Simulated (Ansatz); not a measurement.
C7H16, SMILES `CC(C)CC(C)C` at its PBE0-D4/def2-TZVP geometry, where that method's forces vanish. Total charge 0; spin multiplicity 1.

| atom | x (Å) | y (Å) | z (Å) |
| --- | --- | --- | --- |
| C1 | 0.566 | -0.026 | -2.550 |
| C2 | 0.222 | -0.394 | -1.112 |
| C3 | -1.202 | -0.929 | -1.041 |
| C4 | 0.487 | 0.812 | -0.210 |
| C5 | 0.351 | 0.656 | 1.312 |
| C6 | 1.023 | -0.607 | 1.832 |
| C7 | -1.078 | 0.774 | 1.829 |
| H8 | 0.444 | -0.882 | -3.219 |
| H9 | 1.597 | 0.325 | -2.638 |
| H10 | -0.088 | 0.774 | -2.912 |
| H11 | 0.901 | -1.201 | -0.808 |
| H12 | -1.929 | -0.132 | -1.227 |
| H13 | -1.359 | -1.704 | -1.796 |
| H14 | -1.431 | -1.370 | -0.070 |
| H15 | 1.513 | 1.139 | -0.414 |
| H16 | -0.158 | 1.639 | -0.536 |
| H17 | 0.897 | 1.507 | 1.738 |
| H18 | 0.496 | -1.507 | 1.501 |
| H19 | 2.058 | -0.683 | 1.486 |
| H20 | 1.034 | -0.619 | 2.925 |
| H21 | -1.559 | 1.682 | 1.454 |
| H22 | -1.086 | 0.820 | 2.921 |
| H23 | -1.699 | -0.074 | 1.535 |

(1) For each bond, give half the difference of the two atoms' forces along it (eV/Å; positive pushes the atoms apart) under PBE-D4, r2SCAN-D4, B3LYP-D4, ωB97M-V in def2-TZVPP. (Estimate.)

Results:

(1) Computed: 
```tsv
bond	length (Å)	PBE-D4	r2SCAN-D4	B3LYP-D4	ωB97M-V
C1–C2	1.524	0.01	0.10	0.15	0.14
C1–H9	1.093	0.10	-0.04	-0.07	-0.07
C1–H10	1.095	0.11	-0.03	-0.06	-0.06
C2–C3	1.523	0.01	0.09	0.16	0.13
C2–H11	1.097	0.12	-0.06	-0.14	-0.14
C3–H12	1.095	0.11	-0.02	-0.06	-0.06
C3–H13	1.093	0.10	-0.03	-0.07	-0.07
C3–H14	1.091	0.10	-0.04	-0.09	-0.08
C4–C5	1.536	0.00	0.06	0.09	0.06
C4–H16	1.098	0.12	-0.03	-0.11	-0.08
C6–H18	1.094	0.11	-0.03	-0.08	-0.06
C6–H19	1.094	0.10	-0.03	-0.07	-0.07
C7–H21	1.093	0.10	-0.03	-0.07	-0.07
C7–H23	1.091	0.12	-0.04	-0.08	-0.08
```

B3LYP here is the variant with VWN-RPA as its local correlation; programs differ in this.
